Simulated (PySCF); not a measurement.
Geometry:
```
atom   x (Å)   y (Å)   z (Å)
  C1   2.188   0.293   0.116
  S2   0.821   0.194  -1.048
  C3  -0.430   1.334  -0.317
  C4  -1.604   0.453   0.099
  C5  -1.035  -0.883   0.557
  C6  -0.064  -1.323  -0.525
  H7   2.637   1.290   0.004
  H8   2.924  -0.467  -0.183
  H9   1.843   0.130   1.145
 H10  -0.670   2.087  -1.080
 H11   0.063   1.830   0.532
 H12  -2.184   0.957   0.886
 H13  -2.283   0.305  -0.756
 H14  -0.518  -0.782   1.525
 H15  -1.818  -1.645   0.693
 H16   0.687  -2.070  -0.231
 H17  -0.571  -1.678  -1.435
```

Total charge +1.

Geometry: PBE0-D3(BJ)/def2-SVP; GIAO shifts from PySCF 2.14, gas phase, non-relativistic, averaged over equivalent atoms.

At PBE0/pcSseg-1 (164 basis functions, 17 s wall time on 1 thread of an Arm Neoverse V1, shared host):
| atoms | δ (ppm) |
| --- | --- |
| C3/C6 | 51.6 |
| C4/C5 | 31.1 |
| C1 | 28.6 |
| S2 | 87.1 |
| H10/H17 | 3.59 |
| H11/H16 | 2.96 |
| H7/H8/H9 | 2.68 |
| H12/H14 | 2.42 |
| H13/H15 | 2.41 |

Chemical shifts δ = σref − σ; $^{13}$C (σ = 184.41 ppm), $^{1}$H (σ = 31.27 ppm) vs TMS; $^{33}$S (σ = 495.66 ppm) vs CS2, all at this level.

Estimate the result of repeating the calculation with KT3/pcSseg-1.

Answers


```csv
atoms,δ at KT3/pcSseg-1,change
C3/C6,51.4,-0.2
C4/C5,32.8,+1.7
C1,28.8,+0.2
S2,108.2,+21.1
H10/H17,3.61,+0.02
H11/H16,3.04,+0.08
H7/H8/H9,2.66,-0.02
H12/H14,2.50,+0.08
H13/H15,2.46,+0.05
```

Referencing at the same level of theory: $^{13}$C (182.31 ppm) and $^{1}$H (31.32 ppm) against TMS; $^{33}$S (516.28 ppm) against CS2.

The largest change is at S2 (sulfur bonded to 3 C, in a 5-membered ring). Cost: 164 basis functions, 27 s wall time on 1 thread of an Arm Neoverse V1, shared host. The order of the carbon signals is the same at both levels.
